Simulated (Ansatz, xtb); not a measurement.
**Relative energy of two structures of C4H5−**

Structure a is `[C-]#CCC`, a singlet and structure b is a singlet given by its coordinates. Both are isolated ions in the gas phase, relaxed with PBE0-D3(BJ)/def2-SVPD.

a (Å):

```yaml
atoms:
  - { symbol: C, position_ang: [-1.1399, -0.3603, 2.9078] }
  - { symbol: C, position_ang: [-1.1498, 0.2269, 1.8071] }
  - { symbol: C, position_ang: [-1.1806, 0.8940, 0.5035] }
  - { symbol: C, position_ang: [-2.0499, 0.1798, -0.5364] }
  - { symbol: H, position_ang: [-0.1582, 0.9942, 0.0842] }
  - { symbol: H, position_ang: [-1.5485, 1.9365, 0.5994] }
  - { symbol: H, position_ang: [-3.0865, 0.1038, -0.1762] }
  - { symbol: H, position_ang: [-1.6852, -0.8457, -0.6955] }
  - { symbol: H, position_ang: [-2.0512, 0.7088, -1.5069] }
```

b (Å):

```xyz
9

C    -0.5159    1.8116    0.8422
C    -1.0170    0.6172    1.1823
C    -2.1225   -0.0557    0.6167
C    -2.2112   -0.8621   -0.4901
H    -0.9458    2.4475    0.0358
H     0.3693    2.2495    1.3310
H    -3.0421    0.0149    1.2251
H    -3.1281   -1.4142   -0.7153
H    -1.3421   -1.0434   -1.1293
```

Close contacts (Å): C1–C2 1.34, C2–C3 1.41, C3–C4 1.37, C1–H5 1.11, C1–H6 1.10, C3–H7 1.10, C4–H8 1.09, C4–H9 1.09.

Which of the two would you expect CCSD(T)/def2-SVPD + ΔMP2/def2-TZVPPD electronic energies to favour?

Structure a; the calculation gives E(b) − E(a) = +5.2 kcal/mol.

The same difference at several levels:

| level | geometry | E(b) − E(a) (kcal/mol) | departure from the last row (kcal/mol) | job, with rough time for the two |
| --- | --- | --- | --- | --- |
| GFN2-xTB | GFN2-xTB | −11.2 | −16.4 | optimisation, 0.89 s |
| HF/STO-3G | GFN2-xTB | +21.3 | +16.0 | single point, 0.99 s |
| r2SCAN-D4/def2-SVPD | GFN2-xTB | +0.5 | −4.8 | single point, 6.6 s |
| PBE0-D3(BJ)/def2-SVPD | PBE0-D3(BJ)/def2-SVPD | 0.0 | −5.2 | optimisation, 70 s |
| HF/def2-SVPD | PBE0-D3(BJ)/def2-SVPD | +8.9 | +3.7 | part of the CCSD(T) run |
| MP2/def2-SVPD | PBE0-D3(BJ)/def2-SVPD | +7.9 | +2.7 | part of the CCSD(T) run |
| CCSD(T)/def2-SVPD | PBE0-D3(BJ)/def2-SVPD | +6.0 | +0.7 | single point |
| CCSD(T)/def2-SVPD + ΔMP2/def2-TZVPPD | PBE0-D3(BJ)/def2-SVPD | +5.2 |  | single point, 53 s |

GFN2-xTB puts the two in the other order. r2SCAN-D4/def2-SVPD, PBE0-D3(BJ)/def2-SVPD find them nearly level. The largest departure from CCSD(T)/def2-SVPD + ΔMP2/def2-TZVPPD is that of GFN2-xTB, 16.4 kcal/mol. The last row adds to CCSD(T) the change of the MP2 difference between the two basis sets, here −0.7 kcal/mol.

With harmonic frequencies from PBE0-D3(BJ)/def2-SVPD (ideal gas, rigid rotor, one conformer each, 298.15 K, 1 atm): the zero-point term adds −1.7 kcal/mol; ΔH is +3.5 and ΔG +3.6 kcal/mol.

The correlated steps freeze 4 core orbitals. Mirror images aren't counted in ΔG. Codes used: Ansatz 0.2.0, xtb 6.7.1; the last row on 2 threads of Intel(R) Xeon(R) Processor @ 2.50GHz (Skylake/Cascade Lake) on a shared host.
